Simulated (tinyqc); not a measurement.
Inside a calculation. Method: UHF in the sto-3g basis, for H2O+, spin multiplicity 2. This run ends on a higher stationary point, not on the lowest solution. One step of it, computed by the program tinyqc.

Question. Orthogonalisation. S = U s U^T; canonical form X = U s^(-1/2), so that X^T S X = 1. Each column of U has its largest component positive (the first on a tie).

overlap S, lower triangle:
```
           1O 1s     1O 2s    1O 2px     1O 2py    1O 2pz     2H 1s     3H 1s
1O 1s   1.000000
1O 2s   0.236704  1.000000
1O 2px  0.000000  0.000000  1.000000
1O 2py  0.000000  0.000000  0.000000   1.000000
1O 2pz  0.000000  0.000000  0.000000   0.000000  1.000000
2H 1s   0.019993  0.244765  0.000000   0.186205  0.145035  1.000000
3H 1s   0.022088  0.263913  0.000000  -0.198371  0.154560  0.093496  1.000000
```

Give: eigenvalues of S; X.

Answer.

eigenvalues of S: 0.5768  0.6785  0.8908  1.0000  1.1049  1.2288  1.5202

X:
```
              1        2        3       4        5        6        7
1O 1s   -0.4468  -0.0652   0.6651  0.0000  -0.5923   0.0210   0.2562
1O 2s    0.8944   0.0921  -0.2619  0.0000  -0.3005   0.0212   0.4943
1O 2px   0.0000   0.0000   0.0000  1.0000   0.0000   0.0000   0.0000
1O 2py  -0.0907   0.7778   0.0087  0.0000   0.0054   0.6894  -0.0212
1O 2pz   0.3792   0.0295   0.6948  0.0000   0.6100   0.0028   0.2224
2H 1s   -0.4502  -0.7042  -0.2641  0.0000   0.2222   0.4258   0.3691
3H 1s   -0.6160   0.5994  -0.2432  0.0000   0.2057  -0.3954   0.4022
```
